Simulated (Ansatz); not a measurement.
System: OF2, charge 0, multiplicity 1. 
Geometry from a B3LYP-D3(BJ)/def2-TZVP (Ansatz, an electronic-structure program) optimisation:
```
O
F 1 1.4020
F 1 1.4020 2 103.99
```
Charge 0, spin multiplicity 1.

Basis-set convergence of Hartree-Fock and CCSD correlation energies (hartree) with Ansatz. Correlated levels leave the core frozen unless marked. Spin-orbit coupling is left out. No relativistic terms.

The Hartree-Fock reference is unstable (checked in the largest basis), which strains HF and MP2. 

```csv
basis,functions,E(HF),"E(corr, CCSD)"
cc-pVDZ,42,-273.46396,-0.59158
cc-pVTZ,90,-273.55831,-0.76139
cc-pVQZ,165,-273.58061,-0.82140
```

Extrapolating the two largest sets (X = 3 and 4) as X^-3: E(corr) = (64·(-0.82140) - 27·(-0.76139))/37 = -0.8652 Eh, an estimate of the basis-set limit. The largest set recovers 94.9 % of it, the smallest 68.4 %.
